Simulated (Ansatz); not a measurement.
# CH₄N₂S: basis-set convergence

The task here is to estimate one member of a computed series from the others.

Computed with Ansatz 0.2.0, Gaussian basis. Level: one geometry, several basis sets.

Levels to be run: PBE0-D4/def2-SVP; ωB97M-V/def2-SVP; PBE0-D4/def2-QZVPP; ωB97M-V/def2-QZVPP; the functionals' def2-TZVPP values are taken from earlier runs.

### The relaxed structure

All runs share one geometry, relaxed beforehand with PBE0-D4 in a triple-zeta def2 set.

8 atoms, charge 0, spin multiplicity 1.

Atoms are counted from 1 here; the program's logs count them from 0.

Bond lengths: N1–C2 1.355 Å, N1–H5 1.005 Å, N1–H6 1.007 Å, C2–N3 1.355 Å, C2–S4 1.656 Å, N3–H7 1.005 Å, N3–H8 1.007 Å. Angles: C2–N1–H5 115.6°, C2–N1–H6 120.3°, H5–N1–H6 117.1°, N1–C2–N3 114.9°, N1–C2–S4 122.5°, N3–C2–S4 122.5°, C2–N3–H7 115.6°, C2–N3–H8 120.3°, H7–N3–H8 117.1°.

Set-up of the first run:

in.yaml reads:

```yaml
crystal:
  periodic: [false, false, false]
  atoms:
    - {symbol: N, position_ang: [0.151892, 1.117232, -0.322204]}
    - {symbol: C, position_ang: [-0.199683, -0.190698, -0.356809]}
    - {symbol: N, position_ang: [0.135912, -0.901426, 0.746691]}
    - {symbol: S, position_ang: [-0.980529, -0.869312, -1.650071]}
    - {symbol: H, position_ang: [-0.208621, 1.683625, -1.069420]}
    - {symbol: H, position_ang: [0.322062, 1.573533, 0.558799]}
    - {symbol: H, position_ang: [0.004709, -1.895102, 0.679641]}
    - {symbol: H, position_ang: [0.866458, -0.574953, 1.357471]}
basis:
  gaussian: {orbitals: def2-SVP}
hamiltonian: {xc: pbe0, dispersion: d4}
output: {orbitals: {seedname: orbitals}}
```

Command:

```bash
ansatz run in.yaml --threads 2 --pin off --events-out ev --progress --plain --max-ram 4352MiB
```

Among the steps run: PBE0-D4 in def2-SVP; ωB97M-V in def2-SVP; PBE0-D4 in def2-QZVPP; ωB97M-V in def2-QZVPP.

One table of the session follows, with a row left open; its other results are not shown here.

It belongs to the step «Density functionals: the series». 

```
functional       basis  HOMO (eV)  LUMO (eV)
   PBE0-D4    def2-SVP      -5.71       0.35
   PBE0-D4  def2-TZVPP          ?          ?
   PBE0-D4  def2-QZVPP      -6.09      -0.27
   ωB97M-V    def2-SVP      -7.86       2.58
   ωB97M-V  def2-TZVPP      -8.20       1.84
   ωB97M-V  def2-QZVPP      -8.29       1.23
```

Q: Estimate the row for PBE0-D4, def2-TZVPP from the others.

As computed: HOMO (eV): -6.02; LUMO (eV): -0.10. In the column «HOMO (eV)» it lies between PBE0-D4, def2-QZVPP (-6.09) and PBE0-D4, def2-SVP (-5.71).
